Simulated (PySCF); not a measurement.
## SH₃⁺: one-bond stretch

All numbers come from PySCF, PBE0, basis S def2-TZVP, H def2-TZVP (no relativity, density fitting).

Rigid scan from the singlet minimum (S–H 1.357 Å (×3); H–S–H 94.1° (×3)). Coordinate: the bond from S to the last atom (H) scaled, the rest fixed. Energies in kJ/mol from the minimum.

```
scale of one bond  E (kJ/mol)  dipole size (D, about the centre of mass)
             0.92        17.2                                       1.79
             0.96         3.9                                       1.82
             1.00         0.0                                       1.85
             1.05         4.9                                       1.90
             1.12        24.4                                       1.99
             1.20        57.6                                       2.10
             1.35       132.5                                       2.39
             1.55       232.2                                          –
             1.80       334.8                                          –
             2.20       440.4                                          –
```

At long bonds a restricted determinant can lie too high, and another spin state can fall below this curve.

Other isomers or separated fragments may lie lower.

The scan took 3.2 s on 2 threads of a shared Arm Neoverse V2 host; the process peaked at 0.71 GiB. Launch command: `OMP_NUM_THREADS=2 python axn.py task.json out`.
